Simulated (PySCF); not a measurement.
**Exercise with solution: chemical shift, span and skew from a shielding tensor**

C₄H₄N₂, SMILES c1cnccn1. Atoms are numbered in the order given.

```xyz
10

C      0.0000    -1.1297    -0.6983
C      0.0000    -1.1297     0.6983
N      0.0000     0.0000     1.3991
C      0.0000     1.1297     0.6983
C      0.0000     1.1297    -0.6983
N      0.0000     0.0000    -1.3991
H      0.0000    -2.0717    -1.2583
H      0.0000    -2.0717     1.2583
H      0.0000     2.0717     1.2583
H      0.0000     2.0717    -1.2583
```
Charge 0, spin multiplicity 1.

The structure is a stationary point at PBE0-D3(BJ)/def2-SVP.

GIAO shieldings from HF/pcSseg-1 in PySCF, non-relativistic, no solvent. The symmetric part of the tensor of C1 has the principal values -86.6, 43.9, 159.0 ppm. The same nucleus in TMS has σ = 192.6 ppm at this level (PySCF, at its B3LYP-D3(BJ)/def2-TZVP geometry).

**Question.** Work out the isotropic shielding, the ¹³C shift against TMS, the span and the skew.

**Answer.** 
σ(iso) = (σ11 + σ22 + σ33)/3 = 38.8 ppm. δ = σ(ref) − σ(iso) = 192.6 − (38.8) = 153.8 ppm.
Span Ω = σ33 − σ11 = 245.6 ppm. Skew κ = 3(σ(iso) − σ22)/Ω = -0.06. Tumbling in solution averages the tensor to δ; in a static solid the shielding alone would spread this spin-1/2 line over Ω.
